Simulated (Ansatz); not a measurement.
NH3⁺, doublet in cc-pVDZ: errors against UCCSDT(Q)

Geometry: that of the NH3, singlet, kept fixed.

```xyz
4

N     0.0003   -0.0001   -0.0667
H     0.9385    0.0130    0.3137
H    -0.4826    0.8082    0.3055
H    -0.4607   -0.8202    0.3074
```

Basis cc-pVDZ; Ansatz 0.2.0. Only valence electrons are correlated (noble-gas cores frozen), which leaves 7 electrons in 28 orbitals. Prefix R: restricted or restricted open-shell reference; prefix U: unrestricted. Active spaces: valence = (7e, 7o) chosen from the atoms' valence shells.

Full CI isn't at hand for all of this; UCCSDT(Q) serves as the reference, and is uncertain by the last step of the cluster series or more. The frozen core follows each run's orbitals, which can shift R against U totals by a few meV.

For open shells CISD is restricted-active-space CI with the open shells as a complete middle space.

The UHF ⟨S²⟩ is 0.757 and the T1 diagnostic (RCCSD) is 0.0122. The largest doubles amplitude (RCCSD) is 0.030 and the T1 diagnostic (UCCSD) is 0.0060.

| level | E − E(UCCSDT(Q)) (meV) | share of correlation (%) | wall time |
| --- | --- | --- | --- |
| RHF | 4601 | 0.00 | – |
| UHF | 4507 | 2.04 | – |
| RMP2 | 636 | 86.18 | – |
| UMP2 | 632 | 86.25 | – |
| CISD | 222 | 95.18 | 0.66 s |
| RCCSD | 83 | 98.19 | – |
| UCCSD | 82 | 98.22 | – |
| RCCSD(T) | 14 | 99.70 | 0.63 s |
| UCCSD(T) | 13 | 99.71 | 0.6 s |
| BCCD(T) | 14 | 99.70 | 0.84 s |
| RCCSDT | 5 | 99.89 | – |
| UCCSDT | 5 | 99.90 | – |
| RCCSDT(Q) | 1 | 99.99 | 5.5 s |
| CASSCF (valence space) | 2638 | 42.66 | – |
| NEVPT2 (valence space) | 547 | 88.11 | 1.8 s |
| MRCISD (valence space) | 74 | 98.40 | – |
| MRCISD+Q (valence space) | 1 | 99.98 | 2.5 s |
| MRCISD+Q(relaxed) (valence space) | -12 | 100.26 | 2.9 s |

The correlation energy at UCCSDT(Q), counted from RHF, is -4.601 eV. That run took 5 s on 1 thread of Arm Neoverse N1, shared host.

Times hold each run's SCF and search for its determinant on a shared host, so for small cases they say little of a method's own cost; they ran on 1 thread of Arm Neoverse N1.

Natural occupations of CASSCF (valence space) about the gap: 1.986 1.977 1.977 1.000 0.021 0.021 0.017; effectively unpaired electrons, Σ n²(2−n)², 1.01.
